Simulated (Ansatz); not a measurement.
Task: a geometry optimisation of C₄H₉N, SMILES CC=C(C)N, with Ansatz 0.2.0 through its Python package. Give the script and its output. Level of theory: B3LYP, def2-SVP basis, multiplicity 1.

```yaml
atoms:
  - { symbol: C, position_ang: [-1.6158, -0.7227, 1.0094] }
  - { symbol: C, position_ang: [-0.2175, -0.5898, 0.6441] }
  - { symbol: C, position_ang: [0.3128, 0.1543, -0.3425] }
  - { symbol: C, position_ang: [1.9110, 0.0976, -0.5649] }
  - { symbol: N, position_ang: [-0.3517, 0.9894, -1.1820] }
  - { symbol: H, position_ang: [-1.8229, -0.2850, 2.0113] }
  - { symbol: H, position_ang: [-1.9564, -1.7224, 0.9733] }
  - { symbol: H, position_ang: [-2.2743, -0.1002, 0.3133] }
  - { symbol: H, position_ang: [0.4344, -1.2022, 1.2961] }
  - { symbol: H, position_ang: [2.2902, 1.0747, -0.3858] }
  - { symbol: H, position_ang: [2.3254, -0.6147, 0.1365] }
  - { symbol: H, position_ang: [2.0647, -0.2273, -1.5703] }
  - { symbol: H, position_ang: [-1.2901, 1.3402, -0.8015] }
  - { symbol: H, position_ang: [0.1773, 1.7789, -1.5082] }
```

The script, `run_opt.py`:
```python
"""Geometry optimisation of C4H9N."""

import itertools

import ansatz as az
from ase.data import atomic_numbers, covalent_radii
import numpy as np

config = {
    "basis_set": "def2-SVP",
    "functional": "B3LYP",
}

GEOMETRY = """
C    -1.61580   -0.72270    1.00940
C    -0.21750   -0.58980    0.64410
C     0.31280    0.15430   -0.34250
C     1.91100    0.09760   -0.56490
N    -0.35170    0.98940   -1.18200
H    -1.82290   -0.28500    2.01130
H    -1.95640   -1.72240    0.97330
H    -2.27430   -0.10020    0.31330
H     0.43440   -1.20220    1.29610
H     2.29020    1.07470   -0.38580
H     2.32540   -0.61470    0.13650
H     2.06470   -0.22730   -1.57030
H    -1.29010    1.34020   -0.80150
H     0.17730    1.77890   -1.50820
"""

geometry = az.Crystal.molecule()
for line in GEOMETRY.strip().splitlines():
    symbol, *xyz = line.split()
    geometry = geometry.atom(symbol, [float(v) for v in xyz])

job = geometry.calculation()
job = job.basis(gaussian=config["basis_set"])
job = job.functional(config["functional"])
symbols = [site.symbol for site in geometry.cartesian_sites]
start = np.array([site.position_ang for site in geometry.cartesian_sites], dtype=float)
report = job.relax(force_tolerance=0.01).run(threads=1).report
end = np.array(report["positions_ang"])

print("reference energy %16.6f eV" % report["reference_energy_ev"])
print("total energy     %16.6f eV" % report["free_energy_ev"])
print("occupied orbitals outside the frozen core (up, down):", report["n_occupied"], " frozen:", report["n_frozen"], " virtual:", report["n_virtual"])

# pairs closer than 1.2 times the sum of covalent radii, before or after
radius = [covalent_radii[atomic_numbers[s]] for s in symbols]
span = lambda where, i, j: np.linalg.norm(where[i] - where[j])
bonded = [(i, j) for i, j in itertools.combinations(range(len(symbols)), 2) if min(span(start, i, j), span(end, i, j)) < 1.2 * (radius[i] + radius[j])]
print("pair        before    after (A)")
for i, j in bonded:
    print(f"{symbols[i]}{i}-{symbols[j]}{j}".ljust(10), f"{span(start, i, j):8.4f} {span(end, i, j):8.4f}")
for first, second in list(itertools.combinations(bonded, 2)):
    shared = set(first) & set(second)
    if shared and symbols[(j := shared.pop())] != "H":
        i, k = sorted((set(first) | set(second)) - {j})
        u, v = end[i] - end[j], end[k] - end[j]
        angle = np.degrees(np.arccos(np.clip(u @ v / np.linalg.norm(u) / np.linalg.norm(v), -1, 1)))
        print(f"final angle {symbols[i]}{i}-{symbols[j]}{j}-{symbols[k]}{k}: {angle:.2f} deg")
with open("c4h9n_opt.xyz", "w") as handle:
    handle.write(f"{len(symbols)}\nrelaxed C4H9N\n")
    handle.writelines(f"{s:2s} {x:11.6f} {y:11.6f} {z:11.6f}\n" for s, (x, y, z) in zip(symbols, end))
```

Running `python run_opt.py` prints:
```text
reference energy     -5780.523892 eV
total energy         -5780.523892 eV
occupied orbitals outside the frozen core (up, down): [20, 20]  frozen: 0  virtual: [95, 95]
pair        before    after (A)
C0-C1        1.4513   1.5032
C0-H5        1.1128   1.1023
C0-H6        1.0567   1.1071
C0-H7        1.1427   1.1052
C1-C2        1.3447   1.3515
C1-H8        1.1068   1.0934
C2-C3        1.6146   1.5060
C2-N4        1.3578   1.3980
C3-H9        1.0633   1.1060
C3-H10       1.0822   1.0982
C3-H11       1.0677   1.1038
N4-H12       1.0717   1.0150
N4-H13       1.0048   1.0162
final angle C1-C0-H5: 111.19 deg
final angle C1-C0-H6: 112.87 deg
final angle C1-C0-H7: 112.43 deg
final angle C0-C1-C2: 125.57 deg
final angle C0-C1-H8: 117.24 deg
final angle H5-C0-H6: 106.60 deg
final angle H5-C0-H7: 106.66 deg
final angle H6-C0-H7: 106.68 deg
final angle C2-C1-H8: 117.15 deg
final angle C1-C2-C3: 122.34 deg
final angle C1-C2-N4: 123.96 deg
final angle C3-C2-N4: 113.62 deg
final angle C2-C3-H9: 111.02 deg
final angle C2-C3-H10: 111.42 deg
final angle C2-C3-H11: 110.80 deg
final angle C2-N4-H12: 115.69 deg
final angle C2-N4-H13: 115.08 deg
final angle H9-C3-H10: 107.90 deg
final angle H9-C3-H11: 106.85 deg
final angle H10-C3-H11: 108.68 deg
final angle H12-N4-H13: 111.58 deg
```

File `c4h9n_opt.xyz` afterwards:
```text
14
relaxed C4H9N
C    -1.648059   -0.625290    1.036328
C    -0.179645   -0.575786    0.718778
C     0.383895    0.129336   -0.287041
C     1.868772    0.128385   -0.538090
N    -0.342857    0.863590   -1.228912
H    -1.817603   -0.762269    2.116814
H    -2.170781   -1.457227    0.526152
H    -2.173280    0.303500    0.748367
H     0.486357   -1.186886    1.333949
H     2.280196    1.153777   -0.488331
H     2.400222   -0.484845    0.201838
H     2.095495   -0.258844   -1.546595
H    -1.314162    1.041329   -0.993885
H     0.118550    1.702030   -1.570571
```

What to keep in mind:
- Total energies depend on the basis set; only differences at equal settings carry meaning.
- The end point is the stationary point reached from this start; no frequency run checks that it is a minimum, and the basis set is modest.
- b3lyp holds the VWN-RPA fit, as in Gaussian; the form of ORCA and Turbomole is b3lyp5.
- Finished in 120 s on 1 thread of Arm Neoverse V1, on a shared host, peak memory 0.33 GiB.
